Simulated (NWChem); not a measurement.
System: hydrogen chloride (HCl); SMILES Cl

```xyz
2

Cl     0.0000     0.0000     0.0717
H      0.0000     0.0000    -1.2069
```
Atoms are numbered in this order, from 1.

Geometry: optimised at PBE0-D3(BJ)/def2-TZVP.

 States above −ε(HOMO) = 9.5 eV lie in this functional's continuum and hang on the basis.

List the 4 lowest vertical singlet excitations from PBE0/aug-cc-pVDZ, TDA (NWChem).


| state | energy (eV) | oscillator strength | leading excitation (squared amplitude) |
|---|---|---|---|
| S1 | 7.59 | 0.030 | HOMO → LUMO (0.96) |
| S2 | 7.59 | 0.030 | HOMO−1 → LUMO (0.96) |
| S3 | 9.76 | 0.066 | HOMO → LUMO+1 (0.90) |
| S4 | 9.76 | 0.066 | HOMO−1 → LUMO+1 (0.90) |
